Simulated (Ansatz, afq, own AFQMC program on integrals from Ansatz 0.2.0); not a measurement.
# ZrH, quartet in def2-TZVP along one coordinate

```xyz
2

Zr    0.0000    0.0000    0.0000
H     0.0000    0.0000    1.8590
```

The Zr1–H2 distance is changed with both sides rigid. Energies in eV count from this geometry (1.859 Å) at the same level; the start stands on UHF, each point on the determinant named.

Basis def2-TZVP with its core potentials. Only valence electrons are correlated. Ansatz 0.2.0 and our own AFQMC program on the same integrals; the CISD trial comes from CCSD amplitudes, and released means the phaseless constraint is let go. ± is one standard error of the sampling. No spin–orbit coupling. The metal's outer-core s and p shells are frozen, which shifts wave-function levels against functionals.

Cautions, each for one point or more: CCSDTQ on the ROHF determinant differs, by its state or its frozen core; an unrestricted solution with more broken spin lies lower; lower spins were not checked; no spin-orbit coupling; outer-core shells of the metal frozen; raised T1 diagnostic; strong correlation; unrestricted determinant spin contaminated.

```
r(Zr1–H2) / Å  det.     T1  weight  ⟨S²⟩  CCSD(T)  ph-AFQMC/CISD    FCI  CCSDT(Q)  r2SCAN  wB97M-V
        1.499   UHF  0.028    0.95  3.76    1.123  1.121 ± 0.003  1.124     1.124   0.960    1.008
        2.284   UHF  0.043    0.93  3.76    0.440  0.439 ± 0.003  0.436     0.436   0.530    0.510
        2.929   UHF  0.068    0.87  3.88    1.617  1.618 ± 0.004  1.593     1.592  1.746§    1.836
        4.141   UHF  0.059    0.87  3.88    2.259  2.255 ± 0.003  2.241     2.241  2.630§    2.557
        6.400   UHF  0.022    0.90  3.76    2.267  2.266 ± 0.003  2.250     2.250  2.846§    2.565
```

Weight is that of the determinant in the CISD state; at the start T1 is 0.032 and the weight 0.95, and ⟨S²⟩ is 3.76. Symmetry can't show for every point that it stays on the start's state. § marks a functional whose ⟨S²⟩ is too high by over 0.1. Largest departures from full CI: CCSD(T) 0.024 eV at 2.929 (on UHF), ph-AFQMC/CISD 0.026 eV at 2.929 (on UHF), CCSDT(Q) 0.001 eV at 4.141 (on UHF). The functionals aren't scored here.

Some points may be missing: those where a free walk finds a much lower state, and past Zn most of those on another determinant than at the start.

CCSDT and higher add their correlation energy to the determinant of the CCSD(T) run, since their own runs factorise the integrals more tightly (a shift of under 2 meV).
